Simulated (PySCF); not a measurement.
## Gas-phase thermal properties of BF(OH)2

Method: PySCF energies (xtb for GFN2) plus ideal-gas RRHO corrections (1 bar). 6-31G* has spherical d functions here. All species are closed-shell singlets. B3LYP is the form with VWN-RPA correlation. BF(OH)2: computed as isolated molecules; such fragments, hydroxides, amides, oligomers or adducts are transient or little studied in the gas. The harmonic model lacks anharmonicity and excited electronic states, which grow with temperature; levels with a mode under 35 cm⁻¹ are left out. Internal rotation in BF(OH)2 is treated as a harmonic vibration of one conformer, which makes the entropy rough.

| level | point group | σ | ZPE (kJ/mol) | S°298 (J/mol/K) | Cp298 (J/mol/K) | S°1000 (J/mol/K) | H1000 − H298 (kJ/mol) |
|---|---|---|---|---|---|---|---|
| B3LYP/6-31G* | Cs | 1 | 96.4 | 275.8 | 64.2 | 381.9 | 64.6 |
| GFN2-xTB | Cs | 1 | 90.5 | 277.7 | 67.2 | 387.3 | 66.5 |
| HF/6-31G* | Cs | 1 | 103.5 | 273.6 | 61.6 | 377.0 | 63.1 |
| PBE/def2-SVP | Cs | 1 | 94.4 | 276.9 | 65.6 | 384.5 | 65.3 |
| PBE0/def2-TZVP | Cs | 1 | 97.4 | 275.7 | 64.3 | 382.1 | 64.7 |
σ: rotational symmetry number. Electronic degeneracy used: 1. Frequencies are unscaled.
